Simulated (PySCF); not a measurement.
S2H2: from structure and modes to constants

Level of theory: PySCF, PBE0, basis S def2-TZVP, H def2-TZVP (no relativity, density fitting).

The singlet minimum has C2 symmetry. Masses (u): S 31.97207, H 1.00782.

```xyz
4
charge 0 multiplicity 1, angstrom
S    -0.1936    0.2846    0.9637
S     0.1437   -0.3128   -0.9637
H     1.0271    0.0278    1.4717
H     0.5542    0.8651   -1.4717
```

Harmonic wavenumbers (cm⁻¹): 465.3 (a, ×1), 536.8 (a, ×1), 905.8 (a, ×1), 907.8 (b, ×1), 2663.7 (a, ×1), 2666.2 (b, ×1).

Question: Find the principal moments of inertia and the rotational constants. What kind of rotor is it?

Answer: About the centre of mass I = 3.4396, 71.735, 71.747 u Å². With B = 16.8576/I this gives 4.901, 0.235, 0.235 cm⁻¹. The molecule is a prolate symmetric top.

Question: What is the harmonic zero-point energy?

Answer: Half the sum of all 6 wavenumbers, 8146/2 = 4073 cm⁻¹, which is 48.7 kJ/mol (1 cm⁻¹ = 0.0119627 kJ/mol).

Question: Find the vibrational entropy and heat capacity at 298.15 K.

Answer: With u = 1.43878 ω/T, each mode gives S = R[u/(eᵘ−1) − ln(1−e⁻ᵘ)] and C = R u² eᵘ/(eᵘ−1)².
```csv
ω (cm⁻¹),u,S (J/(mol K)),C (J/(mol K))
465.3,2.245,3.14,5.55
536.8,2.591,2.39,4.89
905.8,4.371,0.57,2.06
907.8,4.381,0.57,2.05
2663.7,12.854,0.00,0.00
2666.2,12.866,0.00,0.00
```
The sums over all modes are S = 6.7 and C = 14.6 J/(mol K); the softest mode gives 47 % of the entropy.

Question: Give the standard entropy (298.15 K, 1 bar) by its translational, rotational, vibrational and spin parts, and Cp.

Answer: Sackur–Tetrode with M = 65.96 u gives 161.1; rotation with symmetry number 2 gives 83.4; vibration 6.7; spin R ln 1 = 0.0. The total is 251.2 J/(mol K), and Cp = 4 R + 14.6 = 47.8 J/(mol K).

Only a few start shapes were tried, so a lower isomer may exist.
